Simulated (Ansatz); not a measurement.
# One shape, several levels: [NO2]+ (SMILES O=[N+]=O)

We compute a comparison of 5 runs (HF/STO-3G, BLYP/STO-3G, PBE/STO-3G, UPBE/STO-3G, CCSD/STO-3G) of [NO2]+. 

Program for the calculation: Ansatz 0.2.0.

12 further runs of the same task are left out: 10 that didn't finish, 2 set aside as unsound or not needed.

## (1) Starting point

The species is [NO2]+ (3 atoms), meant as a singlet with charge +1. SMILES: `O=[N+]=O`. The N2–O1 distance was set to 2.220 Å, away from the relaxed value. At this shape a bond of the SMILES string is far longer than usual.

Bond lengths: N2–O3 1.110 Å. A long bond or contact: O1–N2 2.220 Å.

## (2) The energy at HF/STO-3G (run 1)

molecule.yaml reads:

```yaml
crystal:
  periodic: [false, false, false]
  atoms:
    - {symbol: O, position_ang: [-1.145975, 1.854090, -0.419169]}
    - {symbol: N, position_ang: [-0.000010, -0.000010, -0.000000]}
    - {symbol: O, position_ang: [0.572990, -0.927010, 0.209580]}
basis:
  gaussian: {orbitals: STO-3G}
total_charge: 1
hamiltonian: {xc: hf}
accuracy: high
```

Started as:

```bash
$ ansatz run molecule.yaml --threads 1 --pin off --max-ram 3480MiB --events-out events.jsonl --progress --plain --runs-dir runs
```

Output:

```text
Warning: RAYON_NUM_THREADS=1 ignored (pool sized by the plan → 1); use --threads N
Functional definition: HF
  name "HF"
  exchange = exact_x
  correlation = 0
237 factors; integrals over basis functions are off by at most 3.2e-8 eV
mean field evaluation 1: about -5462.4108 eV, gradient 2.9e1 eV
mean field evaluation 2: about -5462.4330 eV, gradient 2.9e1 eV
mean field evaluation 4: about -5465.5673 eV, gradient 7.3e0 eV
mean field evaluation 8: about -5465.7002 eV, gradient 2.7e-3 eV
mean field evaluation 16: about -5465.5992 eV, gradient 7.6e-1 eV
mean field evaluation 32: about -5465.6019 eV, gradient 2.1e-1 eV
mean field evaluation 64: about -5465.7002 eV, gradient 3.2e-8 eV
mean field -5465.70016076 eV, -200.8607761232 hartree, gradient 3.2e-8 eV, S^2 0.000000; 2 other end points of the search recorded, 0 dependent functions left out
reference -5465.70016076 eV, -200.8607761232 hartree; 11, 11 occupied and 4, 4 virtual orbitals, 237 factors
Total energy: -5465.70016076 eV, -200.8607761232 hartree
```

Wall time 0.1 s (1 thread of Intel Xeon Platinum 8488C (Sapphire Rapids), shared host).

## (3) The energy at BLYP/STO-3G (run 2)

molecule.yaml reads:

```yaml
basis:
  gaussian:
    orbitals: STO-3G
crystal:
  periodic: [false, false, false]
  atoms:
    - {symbol: O, position_ang: [-1.145975, 1.854090, -0.419169]}
    - {symbol: "N", position_ang: [-0.000010, -0.000010, -0.000000]}
    - {symbol: O, position_ang: [0.572990, -0.927010, 0.209580]}
total_charge: 1
hamiltonian:
  xc: {name: BLYP}
accuracy: high
```

Started as:

```bash
$ ansatz run molecule.yaml --threads 1 --pin off --max-ram 3480MiB --events-out events.jsonl --progress --plain --runs-dir runs
```

Output:

```text
Warning: RAYON_NUM_THREADS=1 ignored (pool sized by the plan → 1); use --threads N
Functional definition: BLYP
  name "BLYP"
  parameter beta = 0.0042
  parameter a = 0.04918
  parameter b = 0.132
  parameter c = 0.2533
  parameter d = 0.349
  exchange = b88_x(beta = beta)
  correlation = lyp_c(a = a, b = b, c = c, d = d)
237 factors; integrals over basis functions are off by at most 3.2e-8 eV
mean field evaluation 1: about -5486.5440 eV, gradient 1.4e1 eV
mean field evaluation 2: about -5314.6285 eV, gradient 4.7e1 eV
mean field evaluation 4: about -5418.2885 eV, gradient 7.6e1 eV
mean field evaluation 8: about -5489.3380 eV, gradient 2.9e-1 eV
mean field evaluation 16: about -5458.9301 eV, gradient 5.0e1 eV
mean field evaluation 32: about -5454.7312 eV, gradient 3.7e1 eV
mean field -5489.33831685 eV, -201.7294623371 hartree, gradient 3.5e-8 eV, S^2 0.000000; 5 other end points of the search recorded, 0 dependent functions left out
reference -5489.33834032 eV, -201.7294631996 hartree; 11, 11 occupied and 4, 4 virtual orbitals, 237 factors
Total energy: -5489.33834032 eV, -201.7294631996 hartree
```

Run time: 1.4 s. Hardware: 1 thread of Intel Xeon Platinum 8488C (Sapphire Rapids), shared host.

Runs 3 to 4 aren't shown in full; the table further down has their settings and results.

## (4) The energy at CCSD/STO-3G (run 5)

input.yaml reads:

```yaml
basis:
  gaussian:
    orbitals: STO-3G
crystal:
  periodic: [false, false, false]
  atoms:
    - {symbol: O, position_ang: [-1.145975, 1.854090, -0.419169]}
    - {symbol: "N", position_ang: [-0.000010, -0.000010, -0.000000]}
    - {symbol: O, position_ang: [0.572990, -0.927010, 0.209580]}
total_charge: 1
magnetization:
  spin_polarized: false
  initial_magnetization: 0
correlation:
  method: ccsd
  frozen_orbitals: {"N": 1, O: 1}
accuracy: high
scf:
  omitted_lower_state_checks: [cluster_reference, increment]
```

Started as:

```bash
$ ansatz run input.yaml --threads 1 --pin off --max-ram 3480MiB --events-out events.jsonl --progress --plain --runs-dir runs
```

Output:

```text
Warning: RAYON_NUM_THREADS=1 ignored (pool sized by the plan → 1); use --threads N
[... 13 lines left out ...]
3 core orbitals not correlated: weight in the atoms' cores, before any rotation towards them, 1.000 or more for the frozen orbitals, at most 0.000 for the correlated occupied ones
[... 100 lines left out ...]
Total energy: -5471.75441319 eV, -201.0832657965 hartree
Checks for a lower state left out: cluster_reference, increment
```

Wall time 0.26 s (1 thread of Intel Xeon Platinum 8488C (Sapphire Rapids), shared host).

## (5) The series

```csv
run,level,frozen core orbitals,energy (Eh),wall time
1,HF/STO-3G,–,-200.860776,0.1 s
2,BLYP/STO-3G,–,-201.729463,1.4 s
3,PBE/STO-3G,–,-201.570544,1 s
4,UPBE/STO-3G,–,-201.645212,47 s
5,CCSD/STO-3G,3,-201.083266,0.26 s
```

## (6) What came out

| quantity | value |
| --- | --- |
| run 5: total energy | -201.08327 Eh |
| run 5: correlation energy (3 core orbitals frozen) | -222.5 mEh |
| run 5: T1 diagnostic | 0.016 |

**Reading.** Totals of different functionals can't be ranked against each other. In run 5 the log says that unrestricted orbitals would lower the reference, so the values rest on an unstable closed-shell determinant (other closed-shell runs at this shape may share the fault). In runs 1, 2, 3, 4, 5 the basis is minimal, so the values are rough. Spin contamination of the reference: run 4 ⟨S²⟩ = 1.25. Where it is this large, the reference is a mixture of spin states, and values that rest on it are in doubt. All runs together took 50 s, the longest 47 s.
